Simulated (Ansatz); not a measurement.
# Molecular dynamics of H$_{7}$PSi

Input file:

```yaml
crystal:
  periodic: [false, false, false]
  atoms:
    - { symbol: Si, position_ang: [-0.128607, 0.117348, -0.060568] }
    - { symbol: H, position_ang: [0.046119, -0.957863, 1.333041] }
    - { symbol: H, position_ang: [1.266155, 0.556871, 0.311366] }
    - { symbol: H, position_ang: [-0.76036, 1.39789, -0.546422] }
    - { symbol: H, position_ang: [-0.125949, -0.966193, -1.074223] }
    - { symbol: P, position_ang: [-2.703841, -0.23087, 0.666024] }
    - { symbol: H, position_ang: [-2.804028, -1.322096, 1.602159] }
    - { symbol: H, position_ang: [-2.66841, 0.762114, 1.703656] }
    - { symbol: H, position_ang: [-0.945479, -0.6693, 1.198266] }
basis:
  gaussian: { orbitals: cc-pVDZ }
hamiltonian:
  xc: b3lyp
  dispersion: d4
md:
  timestep: 0.5
  n_steps: 200
  ensemble: nve
  temperature: 100.0
  initial_velocities: maxwell_boltzmann
  seed: 11812
```

Run as:

```bash
$ ansatz run input.yaml --threads 1 --pin off --max-ram 2048MiB --backend cpu --events-out ev --progress --plain --runs-dir out
```

It starts at the highest image of a converged band. Of that band: A structure lower than the first end lies on the path between it and the top, so the climb from that side starts below the end, which may itself be a saddle point or a shallow side well. Neighbouring images differ by up to 2.9 eV, so the band resolves the path poorly. A vibrational analysis at the climbing image gives one clearly imaginary mode, 1585i cm⁻¹: a first-order saddle point.

Output, in part (step lines, the closing report, with atoms numbered from 0):

```
md step     0: t =     0.00 fs  T =   100.0 K  F+E_penalty+E_count = -17277.98717565 eV  E_kin = 0.090482 eV  conserved = -17277.89669365 eV  (23 SCF iters)
md step     1: t =     0.50 fs  T =   100.4 K  F+E_penalty+E_count = -17277.98755685 eV  E_kin = 0.090870 eV  conserved = -17277.89668682 eV  (23 SCF iters)
md step     2: t =     1.00 fs  T =   101.2 K  F+E_penalty+E_count = -17277.98821073 eV  E_kin = 0.091542 eV  conserved = -17277.89666836 eV  (23 SCF iters)
md step     3: t =     1.50 fs  T =   102.6 K  F+E_penalty+E_count = -17277.98944114 eV  E_kin = 0.092802 eV  conserved = -17277.89663956 eV  (23 SCF iters)
md step     4: t =     2.00 fs  T =   105.1 K  F+E_penalty+E_count = -17277.99172298 eV  E_kin = 0.095121 eV  conserved = -17277.89660215 eV  (23 SCF iters)
md step     5: t =     2.50 fs  T =   109.5 K  F+E_penalty+E_count = -17277.99567402 eV  E_kin = 0.099115 eV  conserved = -17277.89655878 eV  (24 SCF iters)
md step     6: t =     3.00 fs  T =   116.6 K  F+E_penalty+E_count = -17278.00201996 eV  E_kin = 0.105508 eV  conserved = -17277.89651146 eV  (24 SCF iters)
md step     7: t =     3.50 fs  T =   127.2 K  F+E_penalty+E_count = -17278.01156324 eV  E_kin = 0.115101 eV  conserved = -17277.89646182 eV  (24 SCF iters)
[... lines left out ...]
Total energy: -17279.91050715 eV, -635.0249983937 hartree
Atom 0 at    -0.433114     0.469763    -0.393014 Å, force    -1.387586    -2.163430    -0.282269 eV/Å
Atom 1 at     4.454282    -8.046092     8.472691 Å, force     0.020621    -0.025689    -0.066758 eV/Å
Atom 2 at     0.297557     0.549827     0.884738 Å, force     0.404227     0.779993     0.089421 eV/Å
Atom 3 at    -0.264545     1.286187    -1.621477 Å, force    -0.206745     1.026195     0.400308 eV/Å
Atom 4 at     0.162694    -0.737122    -1.067764 Å, force    -0.163394    -0.345134     0.337451 eV/Å
Atom 5 at    -2.761457    -0.140332     0.512673 Å, force     2.217660     1.204214    -0.232464 eV/Å
Atom 6 at    -1.961622    -0.292124     1.705394 Å, force    -0.173400    -0.757804     0.008919 eV/Å
Atom 7 at    -2.669204     1.223435     0.975394 Å, force    -0.690750     0.255966    -0.321360 eV/Å
Atom 8 at     4.243508    -7.783759     9.153675 Å, force    -0.020633     0.025691     0.066752 eV/Å
Dipole moment:     0.080709     0.171406     0.071903 e Å
```

The steps, from the saved trajectory:

```csv
time (fs),T (K),potential energy less start (eV),conserved less start (meV/atom)
0,100,0.000,0.00
3,117,-0.015,0.02
6,269,-0.152,0.05
9,706,-0.548,0.01
12,1421,-1.196,-0.10
15,2082,-1.794,-0.07
18,2547,-2.214,-0.01
21,2839,-2.479,-0.05
24,2951,-2.581,-0.11
27,2925,-2.556,-0.09
30,2822,-2.463,-0.01
33,2714,-2.365,0.01
36,2618,-2.279,-0.05
39,2492,-2.165,-0.09
42,2355,-2.041,-0.06
45,2279,-1.971,0.03
48,2385,-2.068,0.02
51,2626,-2.286,-0.07
54,2813,-2.456,-0.11
57,2866,-2.503,-0.07
60,2806,-2.449,-0.01
63,2699,-2.352,-0.02
66,2624,-2.284,-0.05
69,2637,-2.296,-0.08
72,2615,-2.276,-0.04
75,2521,-2.191,0.00
78,2411,-2.091,-0.05
81,2324,-2.013,-0.04
84,2430,-2.109,-0.04
87,2626,-2.286,-0.03
90,2716,-2.368,-0.04
93,2636,-2.296,-0.10
96,2395,-2.078,-0.08
99,2217,-1.915,0.00
```

The run went to its last step. The conserved energy stayed within 0.14 meV per atom of its start (net change -0.05 meV per atom), so the integration is sound. The kinetic energy rose, since the run started high on the potential surface and went downhill. It ends in pieces (H2 + H5PSi), so much of that is their flight and rotation, not heat. A run of 0.1 ps of so small a system gives no equilibrium averages. The orbitals stay closed-shell, which can raise the energy where a bond breaks towards radicals; this wasn't checked here.

Between its relaxed ends the band would form Si1–P6, H2–H9 and break Si1–H2, P6–H9. These pairs go: Si1–P6 2.70 → 2.57 Å, H2–H9 1.04 → 0.76 Å, Si1–H2 1.77 → 13.23 Å, P6–H9 1.89 → 13.50 Å. In the last frame they stand as after the step (other bonds may differ from the relaxed reactants and products). Also parted: Si1–H9 1.69 → 13.46 Å. It ends as H2 + H5PSi. Pairs count as bonded within 1.25 times the sum of covalent radii (0.12 Å more for H–H).

Last frame:

```xyz
9
Properties=species:S:1:pos:R:3
Si -0.433 0.470 -0.393
H 4.454 -8.046 8.473
H 0.298 0.550 0.885
H -0.265 1.286 -1.621
H 0.163 -0.737 -1.068
P -2.761 -0.140 0.513
H -1.962 -0.292 1.705
H -2.669 1.223 0.975
H 4.244 -7.784 9.154
```

Time of the run: 5.2 min on 1 thread of Intel(R) Xeon(R) Platinum 8488C (Sapphire Rapids) (shared host), peak memory 0.14 GiB.
